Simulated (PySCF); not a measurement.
# Magnetisability: `[CH3-]`, [CH3]-, charge -1

Geometry (Å), atoms numbered from 1 in this order:
```xyz
4

C    -0.011    0.019    0.395
H     0.955    0.318   -0.122
H    -0.189   -0.986   -0.102
H    -0.745    0.654   -0.194
```

Total charge -1.

Method used: PySCF, GIAO revPBE/aug-pcSseg-2 magnetisability, rotational g tensor and spin-rotation constants, non-relativistic, gas phase. Geometry: PBE0-D3(BJ)/def2-SVP.

For an ion the centre-of-mass motion in the field is neglected. The gap is small, so the large paramagnetic part is uncertain. The highest occupied orbital is unbound at this level, so the values depend on the basis.

Question: How diamagnetic is it, and how anisotropic?

Answer: Isotropic -467 × 10⁻³⁰ J/T², or -28.1 × 10⁻⁶ cm³/mol; principal values -471, -465, -465 × 10⁻³⁰ J/T², anisotropy 6 × 10⁻³⁰ J/T² (root of half the summed squared differences of the principal values). The susceptibility is in cgs units.

Question: Split it along the inertial axes a, b, c into diamagnetic and paramagnetic parts about the centre of mass, with the quadrupole moment.

Answer: 
| axis | χ (10⁻⁶ cm³/mol) | diamagnetic (10⁻⁶ cm³/mol) | paramagnetic (10⁻⁶ cm³/mol) | summed x² of all electrons (Å²) | quadrupole Θ (D Å) |
| --- | --- | --- | --- | --- | --- |
| a | -28.0 | -42.2 | 14.2 | 4.6 | +4.13 |
| b | -28.0 | -42.2 | 14.2 | 4.6 | +4.13 |
| c | -28.4 | -38.7 | 10.3 | 5.4 | -8.26 |

Anisotropies 2χaa − χbb − χcc = +0.4 and 2χbb − χaa − χcc = +0.4 × 10⁻⁶ cm³/mol. Θ is traceless in Buckingham's convention.

Question: And the rotational g tensor?

Answer: 
| axis | rotational constant (GHz) | g | nuclear part | electronic part |
| --- | --- | --- | --- | --- |
| a | 228.9608 | -0.5617 | 0.9682 | -1.5299 |
| b | 228.9594 | -0.5617 | 0.9682 | -1.5299 |
| c | 166.6163 | +0.1908 | 0.9995 | -0.8087 |

Oblate top; isotopes 12C, 1H; no vibrational averaging.
